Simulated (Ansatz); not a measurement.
Geometry optimisation, RKS PBE-D4/def2-SVP in Ansatz 0.2.0.

input.yaml

```yaml
crystal:
  periodic: [false, false, false]
  atoms:
    - { symbol: Si, position_ang: [0.0, 0.0, 0.0] }
    - { symbol: H, position_ang: [0.9994, 0.0, 1.3254] }
    - { symbol: H, position_ang: [1.5827, 0.0, 0.5009] }
    - { symbol: F, position_ang: [-0.7489, 1.2974, -0.5295] }
    - { symbol: H, position_ang: [-0.6877, -1.1914, -0.4862] }
basis:
  gaussian: { orbitals: def2-SVP }
hamiltonian:
  xc: pbe
  dispersion: d4
relax:
  f_tol: 0.15
  max_steps: 25
  restrain:
    - { distance: [1, 2], at: 0.66, k: 30.0 }
    - { distance: [0, 1], at: 2.66, k: 30.0 }
    - { distance: [0, 2], at: 2.66, k: 30.0 }
```

Launched with:

```bash
$ ansatz run input.yaml --threads 1 --pin off --max-ram 2048MiB --backend cpu --events-out ev --progress --plain --runs-dir out
```

Where does it end, and by what steps?

The run converged. The restraints hold the end off the free minimum; the threshold counts their pulls, which the force column leaves out. Restrained pairs: H2–H3 (1.01 → 0.72 Å), Si1–H2 (1.66 → 2.66 Å), Si1–H3 (1.66 → 2.66 Å). After 12 steps the energy has fallen by 1.691 eV (the restraints' own energy left out); Si1 moved furthest, 0.98 Å.

```json
{"step": "0", "energy less start (eV)": "0.0000", "largest force component (eV/Å)": "3.567", "accepted": "yes"}
{"step": "1", "energy less start (eV)": "1.4593", "largest force component (eV/Å)": "5.534", "accepted": "yes"}
{"step": "2", "energy less start (eV)": "2.8006", "largest force component (eV/Å)": "4.552", "accepted": "yes"}
{"step": "3", "energy less start (eV)": "3.1384", "largest force component (eV/Å)": "4.007", "accepted": "yes"}
{"step": "4", "energy less start (eV)": "0.9459", "largest force component (eV/Å)": "5.318", "accepted": "yes"}
{"step": "5", "energy less start (eV)": "-0.5268", "largest force component (eV/Å)": "2.372", "accepted": "yes"}
{"step": "6", "energy less start (eV)": "-1.3280", "largest force component (eV/Å)": "1.385", "accepted": "yes"}
{"step": "7", "energy less start (eV)": "-1.6365", "largest force component (eV/Å)": "1.072", "accepted": "yes"}
{"step": "8", "energy less start (eV)": "-1.6349", "largest force component (eV/Å)": "1.636", "accepted": "yes"}
{"step": "9", "energy less start (eV)": "-1.6160", "largest force component (eV/Å)": "2.291", "accepted": "no"}
{"step": "10", "energy less start (eV)": "-1.6725", "largest force component (eV/Å)": "1.498", "accepted": "yes"}
{"step": "11", "energy less start (eV)": "-1.7151", "largest force component (eV/Å)": "0.894", "accepted": "yes"}
{"step": "12", "energy less start (eV)": "-1.6912", "largest force component (eV/Å)": "1.334", "accepted": "yes"}
```

```xyz
5
Properties=species:S:1:pos:R:3
Si -0.115 0.041 -0.975
H 1.244 -0.288 1.287
H 1.737 0.105 0.932
F -1.023 1.304 -0.411
H -0.697 -1.055 -0.023
```

Time of the run: 13 s on 1 thread of Arm Neoverse V1, with other jobs on the host, peak memory 0.1 GiB.
